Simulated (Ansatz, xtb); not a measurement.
# Isomers of C4H3F+ in order of energy

8 gas-phase structures of C4H3F+, found in a search over its isomers (lower ones may exist). Each was relaxed with GFN2-xTB; where two conformers were screened, the lower at r2SCAN-D4/def2-SVP is listed:

A. the doublet with the links of `[CH+]=C=C([CH2])F`
B. the doublet with the links of `[CH2+]C=C=[C]F`
C. the doublet with the links of `[CH2+]C1=C(F)[CH]1`
D. a doublet given by its coordinates
E. the doublet with the links of `C[C]=C=[C+]F`
F. the doublet with the links of `[CH+]=C=C[CH]F`
G. a doublet given by its coordinates
H. the doublet with the links of `FC1=C[CH+][CH]1`

D (Å):

| atom | x (Å) | y (Å) | z (Å) |
| --- | --- | --- | --- |
| C | 2.6266 | 0.7526 | -0.1284 |
| C | 1.2849 | 0.5900 | 0.0031 |
| C | 1.9529 | 1.4877 | 0.8690 |
| C | 1.9472 | 2.3923 | 1.9017 |
| F | 0.8354 | 2.6846 | 2.5009 |
| H | 3.5485 | 0.5151 | -0.6166 |
| H | 0.3679 | 0.1315 | -0.3033 |
| H | 2.8261 | 2.9083 | 2.2795 |

Close contacts (Å): C1–C2 1.36, C1–C3 1.41, C2–C3 1.41, C3–C4 1.37, C4–F5 1.30, C1–H6 1.07, C2–H7 1.07, C4–H8 1.09.

G (Å):

```xyz
8

C    -2.0843   -0.4300    1.4485
C    -1.2022    0.5424    1.4434
C    -0.3525    1.4717    1.4503
C     0.5377    2.4688    1.4222
F     1.7141    2.3820    1.9398
H    -3.1480   -0.2401    1.5566
H    -1.7878   -1.4702    1.3503
H     0.3213    3.4282    0.9426
```

Close contacts (Å): C1–C2 1.31, C2–C3 1.26, C3–C4 1.34, C4–F5 1.29, C1–H6 1.09, C1–H7 1.09, C4–H8 1.09.

Question: Estimate their order in r2SCAN-D4/def2-SVP energy at these geometries, lowest first.

Answer: Calculated order at r2SCAN-D4/def2-SVP: D (0.0), F (5.6), G (7.5), C (7.5), A (12.3), H (16.2), B (22.1), E (34.2) kcal/mol. Less than 1 kcal/mol parts G and C, so the order within that pair means little.

Energies above the lowest of each column, in kcal/mol; the last columns are at PBE0-D3(BJ)/def2-SVP geometries and were run for some of them only (a dash: not run or not comparable):

```json
{"structure": "D", "GFN2-xTB": "6.2", "HF/STO-3G": "0.0", "r2SCAN-D4/def2-SVP": "0.0", "PBE0-D3(BJ)/def2-SVP": "0.0", "CCSD(T)/def2-SVP": "0.0"}
{"structure": "F", "GFN2-xTB": "2.7", "HF/STO-3G": "7.5", "r2SCAN-D4/def2-SVP": "5.6", "PBE0-D3(BJ)/def2-SVP": "9.4", "CCSD(T)/def2-SVP": "–"}
{"structure": "G", "GFN2-xTB": "0.0", "HF/STO-3G": "12.9", "r2SCAN-D4/def2-SVP": "7.5", "PBE0-D3(BJ)/def2-SVP": "11.9", "CCSD(T)/def2-SVP": "–"}
{"structure": "C", "GFN2-xTB": "12.1", "HF/STO-3G": "4.4", "r2SCAN-D4/def2-SVP": "7.5", "PBE0-D3(BJ)/def2-SVP": "5.1", "CCSD(T)/def2-SVP": "4.9"}
{"structure": "A", "GFN2-xTB": "10.4", "HF/STO-3G": "12.4", "r2SCAN-D4/def2-SVP": "12.3", "PBE0-D3(BJ)/def2-SVP": "–", "CCSD(T)/def2-SVP": "–"}
{"structure": "H", "GFN2-xTB": "20.4", "HF/STO-3G": "9.8", "r2SCAN-D4/def2-SVP": "16.2", "PBE0-D3(BJ)/def2-SVP": "–", "CCSD(T)/def2-SVP": "–"}
{"structure": "B", "GFN2-xTB": "7.6", "HF/STO-3G": "20.5", "r2SCAN-D4/def2-SVP": "22.1", "PBE0-D3(BJ)/def2-SVP": "–", "CCSD(T)/def2-SVP": "–"}
{"structure": "E", "GFN2-xTB": "12.5", "HF/STO-3G": "27.0", "r2SCAN-D4/def2-SVP": "34.2", "PBE0-D3(BJ)/def2-SVP": "–", "CCSD(T)/def2-SVP": "–"}
```

CCSD(T)/def2-SVP puts D lowest of those it was run on; GFN2-xTB picks G. Some further structures that were screened fall inside this span and aren't listed. Flexible structures stand in one conformer each, not always the lowest. Frequencies (PBE0-D3(BJ)/def2-SVP) were run for C, D alone. Open shells are spin-unrestricted, some with notable spin contamination.

Over these structures GFN2-xTB departs from r2SCAN-D4/def2-SVP by 7.8 kcal/mol on average once a common shift is removed. A GFN2-xTB relaxation took about 0.066 s and the r2SCAN-D4/def2-SVP energy about 1.1 s on a shared host (Ansatz 0.2.0, xtb 6.7.1).
